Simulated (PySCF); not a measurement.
**Bond length, frequency and bond energy of CH by level of theory**

State: ²Π (doublet), unpaired electrons π ↑. Set-up: PySCF, no relativity, basis sets H def2-TZVP, C def2-TZVP. De refers to H + C in their high-spin ground configurations, without counterpoise correction. The functionals are run spin-unrestricted. A positive dipole means H(−)C(+).

| Level | Re (Å) | ωe (cm⁻¹) | De (eV) | μ (D) |
| --- | --- | --- | --- | --- |
| UHF | 1.106 | 3035 | 2.45 | -1.64 |
| UHF-MP2 | 1.115 | 2945 | 3.31 | n/a |
| UHF-SCS-MP2 | 1.116 | 2932 | 3.43 | n/a |
| UHF-CCSD | 1.122 | 2861 | 3.44 | n/a |
| UHF-CCSD(T) | 1.124 | 2843 | 3.47 | n/a |
| PBE | 1.138 | 2731 | 3.66 | -1.43 |
| r²SCAN | 1.127 | 2811 | 3.51 | -1.50 |
| TPSSh | 1.127 | 2817 | 3.74 | -1.49 |
| PBE0 | 1.126 | 2846 | 3.58 | -1.50 |
| M06 | 1.118 | 2836 | 3.62 | -1.54 |
| M06-2X | 1.116 | 2904 | 3.59 | -1.54 |
| CAM-B3LYP | 1.121 | 2872 | 3.65 | -1.55 |

The bond length runs from 1.106 Å (UHF) to 1.138 Å (PBE). De spans 2.45 eV (UHF, mean field) to 3.74 eV (TPSSh, hybrid meta-GGA). Correlation at CCSD(T) changes the Hartree–Fock bond energy by +1.02 eV; the triples alone change it by +0.03 eV.

Correlated steps freeze 1 core orbital. The state is the lowest determinant that a PBE0 search found; another state may lie lower at other levels.
